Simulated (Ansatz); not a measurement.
Ideal-gas functions of C$_{2}$H$_{5}$Si, SMILES `C=C[SiH2]` radical at 500 K and 1 bar, from an Ansatz frequency run at PBE0-D4/def2-TZVP.

Molar mass 57.15 g/mol, point group C1 (symmetry number 1), electronic degeneracy 2, moments of inertia 12.446, 90.864, 101.943 u Å². Harmonic wavenumbers (cm⁻¹, unscaled): 203, 270, 448, 605, 644, 720, 912, 968, 1018, 1029, 1287, 1424, 1612, 2204, 2233, 3134, 3145, 3220.

Use S(trans) = R[1.5 ln M + 2.5 ln T − 1.1517]; rotational temperatures θ = 24.2544 K / I; S(rot) = R[ln(√π/σ · √(T³/θAθBθC)) + 1.5]; for each mode x = 1.438777 ν̃/T, S = R[x/(eˣ − 1) − ln(1 − e⁻ˣ)] and H = RT x/(eˣ − 1); 1 cm⁻¹ = 0.0119627 kJ/mol; R = 8.31446 J/(mol·K).

Q: By hand: the entropy, in J/(mol·K).

A: Translation 170.1. Rotation: θ = 1.9488, 0.2669, 0.2379 K, giving 103.4. Vibration, mode by mode: 12.90, 10.62, 6.76, 4.68, 4.28, 3.60, 2.33, 2.05, 1.83, 1.79, 0.99, 0.71, 0.46, 0.11, 0.10, 0.01, 0.01, 0.01, in all 53.2. Electronic 5.8. Sum 332.5 J/(mol·K).

Q: By hand: H − E and G − E in kJ/mol, counted from the electronic energy.

A: Zero-point energy ½ × 25076 × 0.0119627 = 150.0; thermal vibration 16.0; translation, rotation and pV give 4 RT = 16.6. H − E = 182.6 kJ/mol, and G − E = 182.6 − 500 × 332.5/1000 = 16.3 kJ/mol.

Vibration gives 16 % of the entropy. The sum counts one conformer and one mirror image; others add a mixing term.
